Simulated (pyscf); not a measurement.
Thermochemistry of product channels of H₃C–CH₂–CH₃ on the singlet surface, in eV, from ωB97M-D3(BJ)/def2-TZVP energies (ideal gas, 1 atm, RRHO with modes under 100 cm⁻¹ raised to 100, one conformer, R ln 2 for chiral ones without a mode under 150 cm⁻¹). Optimised with ωB97X-D3(BJ)/def2-SVP in PySCF.

| products | ΔE | ΔH(298 K) | ΔG(600 K) | ΔG(1200 K) |
|---|---|---|---|---|
| H₂C=CH–CH₃ + H₂ | +1.64 | +1.35 | +0.53 | -0.35 |
| CH₄ + H₂C=CH₂ | +1.05 | +0.90 | +0.04 | -0.80 |

The channel to H₂C=CH–CH₃ + H₂ turns favourable between 298 and 1200 K (ΔG from +0.95 eV to -0.35 eV). The channel to CH₄ + H₂C=CH₂ turns favourable between 298 and 1200 K (ΔG from +0.47 eV to -0.80 eV).

These are energies of the channels, which say nothing of barriers.
